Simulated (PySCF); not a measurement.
Cartesian coordinates (Å):
```xyz
3

S     -0.0002     0.6336     0.0000
H      0.9758    -0.3165     0.0000
H     -0.9756    -0.3171     0.0000
```
Charge 0, multiplicity 1.

Q: Predict the total energy, HOMO–LUMO gap, HOMO, LUMO and dipole moment from TPSSh-D3(BJ)/def2-TZVP // BP86-D3(BJ)/def2-SVP (PySCF 2.14.0).

A: 
The total energy is -399.4232 Ha and the HOMO–LUMO gap is 6.79 eV. The HOMO is -6.80 eV and the LUMO is -0.02 eV. The dipole moment comes out as 0.237 e·Å.
